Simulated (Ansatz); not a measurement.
in.yaml

```yaml
crystal:
  periodic: [false, false, false]
  atoms:
    - {symbol: Si, position_ang: [0.000000, 0.000000, 0.595671]}
    - {symbol: C, position_ang: [0.000000, 0.000000, -1.106259]}
    - {symbol: H, position_ang: [0.000000, -0.909276, -1.707827]}
    - {symbol: H, position_ang: [0.000000, 0.909276, -1.707827]}
basis:
  gaussian: {orbitals: 6-31G}
magnetization: {spin_polarized: true, initial_magnetization: 2}
correlation: {method: ccsdtq, electrons: outside_noble_gas}
```

```sh
$ ansatz run in.yaml --threads 2 --pin off --events-out ev --progress --plain --max-ram 15360MiB --backend cuda --devices 0, --max-vram 18GiB
```

The program prints:

```
571 factors; integrals over basis functions are off by at most 2.0e-7 eV
mean field evaluation 1: about -8918.9734 eV, gradient 8.2e0 eV
mean field evaluation 2: about -8918.9751 eV, gradient 8.2e0 eV
mean field evaluation 4: about -8919.5493 eV, gradient 9.4e-1 eV
mean field evaluation 8: about -8919.5612 eV, gradient 5.2e-3 eV
mean field evaluation 16: about -8919.5570 eV, gradient 3.1e-1 eV
mean field evaluation 32: about -8918.6016 eV, gradient 3.0e-6 eV
mean field evaluation 64: about -8919.1251 eV, gradient 1.5e0 eV
mean field evaluation 96: about -8918.3536 eV, gradient 5.9e-1 eV
mean field evaluation 128: about -8917.8035 eV, gradient 2.9e0 eV
mean field evaluation 160: about -8918.2479 eV, gradient 8.1e-1 eV
mean field evaluation 192: about -8917.7873 eV, gradient 3.0e0 eV
mean field evaluation 224: about -8916.0406 eV, gradient 1.5e-3 eV
mean field evaluation 256: about -8918.1725 eV, gradient 1.4e0 eV
mean field -8919.56118786 eV, -327.7878277580 hartree, gradient 2.8e-6 eV, S^2 2.011412; 12 other end points of the search recorded, 0 dependent functions left out
determinant -8919.56118786 eV, -327.7878277580 hartree, with singles and doubles -8922.90917299 eV, -327.9108639422 hartree
determinant -8919.15771617 eV, -327.7730004472 hartree, with singles and doubles -8922.74966666 eV, -327.9050021927 hartree
determinant -8918.60155341 eV, -327.7525618426 hartree, with singles and doubles -8921.84434675 eV, -327.8717322998 hartree
determinant -8916.55565184 eV, -327.6773763468 hartree, with singles and doubles -8920.09424031 eV, -327.8074170745 hartree
determinant -8919.56118786 eV, -327.7878277580 hartree, with singles and doubles -8922.90924953 eV, -327.9108667553 hartree
determinant -8919.15771617 eV, -327.7730004472 hartree, with singles and doubles -8922.77515185 eV, -327.9059387564 hartree
6 core orbitals not correlated: weight in the atoms' cores, before any rotation towards them, 1.000 or more for the frozen orbitals, at most 0.000 for the correlated occupied ones
reference -8919.56118786 eV, -327.7878277580 hartree; 6, 4 occupied and 14, 16 virtual orbitals, 571 factors
second order -2.70148473 eV of doubles, -0.00000000 eV of singles
cycle   1  -3.12442318 eV  change   -4.2e-1 eV  update   6.3e-2
cycle   2  -3.40742966 eV  change   -2.8e-1 eV  update   2.8e-2
cycle   3  -3.42674966 eV  change   -1.9e-2 eV  update   9.8e-3
cycle   4  -3.42639425 eV  change    3.6e-4 eV  update   4.5e-3
cycle   5  -3.42933901 eV  change   -2.9e-3 eV  update   1.8e-3
cycle   6  -3.42957475 eV  change   -2.4e-4 eV  update   9.0e-4
cycle   7  -3.42937172 eV  change    2.0e-4 eV  update   4.0e-4
cycle   8  -3.42951491 eV  change   -1.4e-4 eV  update   2.1e-4
cycle   9  -3.42957585 eV  change   -6.1e-5 eV  update   9.3e-5
cycle  10  -3.42954934 eV  change    2.7e-5 eV  update   3.8e-5
cycle  11  -3.42955759 eV  change   -8.3e-6 eV  update   1.6e-5
cycle  12  -3.42955182 eV  change    5.8e-6 eV  update   7.3e-6
cycle  13  -3.42955612 eV  change   -4.3e-6 eV  update   3.5e-6
cycle  14  -3.42955691 eV  change   -7.9e-7 eV  update   1.4e-6
cycle  15  -3.42955680 eV  change    1.1e-7 eV  update   6.3e-7
Total energy: -8922.99074465 eV, -327.9138616456 hartree
```

For the same geometry and basis full CI lies 0.0 meV lower.

Ran on 2 threads of AMD EPYC 7R13 with a shared H100 80 GB, shared host: 14 s wall, 0.85 GiB peak host memory.
